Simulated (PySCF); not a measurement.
Method: ωB97X-D3(BJ)/def2-TZVP // PBE0-D3(BJ)/def2-TZVP run with PySCF. Isolated molecules, 0 K electronic values unless said otherwise. 

Reference species (SMILES): `[C]#N` (neutral, multiplicity 2).

| Item | Result |
|---|---|
| dipole moment | 1.51 D |

Changed species: `[S]C` (radical fragment; the reference has radical fragment).

Problem. Predict the effect on the dipole moment.

Solution. the dipole moment rises by 0.22 D, to 1.73 D.
